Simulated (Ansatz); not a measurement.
The same path of BH6N (8 atoms, charge 0, multiplicity 1) was run twice with different band settings. Lost on the way: B1–H2, N5–H8. Made: H2–H8.

The calculation used RKS PBE/def2-mTZVP in Ansatz 0.2.0.

Relaxed end points:

```xyz
8
Properties=species:S:1:pos:R:3
B 0.040 -0.123 0.156
H 0.251 0.640 1.079
H 0.933 -0.138 -0.670
H -1.066 0.009 -0.334
N 0.039 -1.629 0.827
H -0.151 -2.353 0.126
H 0.944 -1.851 1.257
H -0.675 -1.718 1.558
```

```xyz
8
Properties=species:S:1:pos:R:3
B 0.163 -0.768 -0.529
H -0.656 0.837 2.957
H 1.121 -0.048 -0.626
H -0.927 -0.450 -0.923
N 0.322 -2.018 0.070
H -0.436 -2.685 0.190
H 1.209 -2.362 0.429
H -0.480 0.330 2.430
```

Common settings: movable images 7; climbing image yes; optimiser quadratic models (default); start path through a guess of the saddle point; force threshold 0.05 eV/Å; iteration limit 60; end points relaxed.

| run | spring |
| --- | --- |
| 1 | 5.0 eV/Å² |
| 2 | 2.0 to 10.0 eV/Å², energy-weighted |

(1) What does each run give, and how far can it be trusted?

Results:

(1) Run 1: converged after 13 iterations, highest image 1.683 eV above the first end. A vibrational analysis at the climbing image gives one clearly imaginary mode, 1301i cm⁻¹: a first-order saddle point.
Run 2: converged after 10 iterations, highest image 1.682 eV above the first end. Another band between the same ends (7 images) ends at a top of the same energy, where a vibrational analysis finds 1 clearly imaginary mode.
The orbitals stay closed-shell, which can raise the energy where a bond breaks towards radicals; this wasn't checked here.
